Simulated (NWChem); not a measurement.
System: Si$_{2}$, triplet; SMILES [Si]=[Si]

Computed with NWChem. Spin-unrestricted. The state is orbitally degenerate and is run as one real component. No stability test was run on the SCF state. Each level has its own optimisation; frequencies are unscaled.

For level BLYP/def2-SVP:

| Property | Value |
|---|---|
| r Si–Si (Å) | 2.311 |
| highest harmonic frequency (cm⁻¹) | 465 |

### Question
How do the values read with level PBE0-D3(BJ)/def2-TZVP instead?

### Answer
r Si–Si (Å): 2.126
highest harmonic frequency (cm⁻¹): 595
